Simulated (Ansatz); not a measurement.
A nudged elastic band was laid between two geometries of C$_{3}$H$_{6}$N$_{2}$O (12 atoms, charge 0, multiplicity 1).

Method: Ansatz 0.2.0, RHF/def2-SVP.

```yaml
movable_images: 8
climbing_image: no
spring: 5.0 eV/Å²
optimiser: quadratic models (default)
start_path: through a guess of the saddle point
force_threshold: 0.05 eV/Å
iteration_limit: 60
end_points: relaxed
```

Initial state:

```xyz
12
Properties=species:S:1:pos:R:3
C -0.304 -1.596 0.847
O 0.758 -0.759 0.509
C 0.755 -0.255 -0.769
N -0.262 0.759 -0.974
C -0.296 1.866 -0.509
N -0.346 3.024 -0.168
H -0.136 -1.943 1.864
H -0.350 -2.464 0.182
H -1.261 -1.073 0.803
H 1.743 0.166 -0.947
H 0.573 -1.044 -1.500
H -0.798 3.261 0.695
```

Final state:

```xyz
12
Properties=species:S:1:pos:R:3
C -0.249 -1.906 0.779
O 0.810 -1.023 0.575
C 0.677 -0.145 -0.466
N -0.389 0.806 -0.231
C -0.422 1.986 -0.436
N -0.555 3.157 -0.715
H 0.034 -2.569 1.593
H -0.440 -2.508 -0.115
H -1.165 -1.378 1.048
H 1.635 0.359 -0.580
H 0.443 -0.673 -1.395
H -0.302 3.839 -0.024
```

What changes between the two ends?

No bond is made or broken. The dihedral O2–C3–N4–C5 goes from 69 to 138°.

Give the energies along the band, and the barrier.

The run converged. The highest image is number 0 of 0 to 9, 0.000 eV above the first end and 0.013 eV above the last; the last end lies 0.013 eV below the first. The highest image is an end point: on this band no image between the ends rises above it.

```json
{"image": "0", "path coordinate (Å)": "0.00", "energy (eV)": "0.000", "dihedral O2–C3–N4–C5 (°)": "69"}
{"image": "1", "path coordinate (Å)": "0.21", "energy (eV)": "0.000", "dihedral O2–C3–N4–C5 (°)": "77"}
{"image": "2", "path coordinate (Å)": "0.43", "energy (eV)": "-0.002", "dihedral O2–C3–N4–C5 (°)": "84"}
{"image": "3", "path coordinate (Å)": "0.64", "energy (eV)": "-0.003", "dihedral O2–C3–N4–C5 (°)": "91"}
{"image": "4", "path coordinate (Å)": "0.86", "energy (eV)": "-0.006", "dihedral O2–C3–N4–C5 (°)": "99"}
{"image": "5", "path coordinate (Å)": "1.07", "energy (eV)": "-0.008", "dihedral O2–C3–N4–C5 (°)": "106"}
{"image": "6", "path coordinate (Å)": "1.29", "energy (eV)": "-0.010", "dihedral O2–C3–N4–C5 (°)": "114"}
{"image": "7", "path coordinate (Å)": "1.50", "energy (eV)": "-0.011", "dihedral O2–C3–N4–C5 (°)": "121"}
{"image": "8", "path coordinate (Å)": "1.72", "energy (eV)": "-0.013", "dihedral O2–C3–N4–C5 (°)": "129"}
{"image": "9", "path coordinate (Å)": "1.93", "energy (eV)": "-0.013", "dihedral O2–C3–N4–C5 (°)": "138"}
```

Run time: 4.1 min on 2 threads of Arm Neoverse V1, with other jobs on the host, peak memory 0.24 GiB.
